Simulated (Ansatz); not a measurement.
**H$_{3}$Si–NH$_{2}$, singlet along the twist about Si1-N2**

Starting geometry (PBE0/def2-TZVP stationary point for this spin, not checked as a minimum):

```xyz
7

Si   -0.0113    0.0000    0.5726
N     0.0538    0.0000   -1.1465
H     0.6843   -1.2207    1.0558
H     0.6843    1.2207    1.0558
H    -1.3785    0.0000    1.1752
H    -0.2111   -0.8283   -1.6548
H    -0.2111    0.8283   -1.6548
```

From there one end is turned about the bond, all else rigid; atoms are numbered as listed. Energies are in kJ/mol, counted from the starting geometry at the same level. Kohn–Sham curves are unrestricted where that lies lower.

Basis cc-pVDZ; Ansatz 0.2.0. Only valence electrons are correlated (noble-gas cores frozen). R marks a restricted (for open shells ROHF) determinant.

In so small a basis the reference is far from its limit while semilocal and hybrid functionals are nearer theirs (RPA and double hybrids share much of the reference's basis error), so the functionals' errors here hold much of the reference's basis and frozen-core error, which can add to them or hide them.

Full CI isn't at hand for all of this; RCCSDT(Q) serves as the reference, and is uncertain by about the last step of the cluster series.

| twist about Si1-N2 (°) | RCCSDT(Q) | PBE | r2SCAN | PBE0 | B3LYP | BHLYP | wB97M-V | B2PLYP | PBE-QIDH | RPA-PBE |
| --- | --- | --- | --- | --- | --- | --- | --- | --- | --- | --- |
| 0.0 | 0.0 | 0.0 | 0.0 | 0.0 | 0.0 | 0.0 | 0.0 | 0.0 | 0.0 | 0.0 |
| 13.3 | 0.7 | 0.6 | 0.6 | 0.6 | 0.6 | 0.7 | 0.6 | 0.7 | 0.7 | 0.7 |
| 27.4 | 2.8 | 2.5 | 2.6 | 2.5 | 2.5 | 2.6 | 2.5 | 2.6 | 2.6 | 2.7 |
| 44.8 | 6.3 | 5.7 | 5.8 | 5.7 | 5.7 | 5.8 | 5.6 | 6.0 | 5.9 | 6.2 |
| 58.1 | 8.7 | 8.0 | 8.2 | 8.0 | 8.0 | 8.0 | 7.9 | 8.3 | 8.2 | 8.6 |
| 73.1 | 10.5 | 9.9 | 9.9 | 9.7 | 9.8 | 9.6 | 9.5 | 10.1 | 9.9 | 10.5 |
| 90.0 | 10.9 | 10.5 | 10.5 | 10.1 | 10.3 | 10.0 | 10.0 | 10.5 | 10.3 | 10.9 |
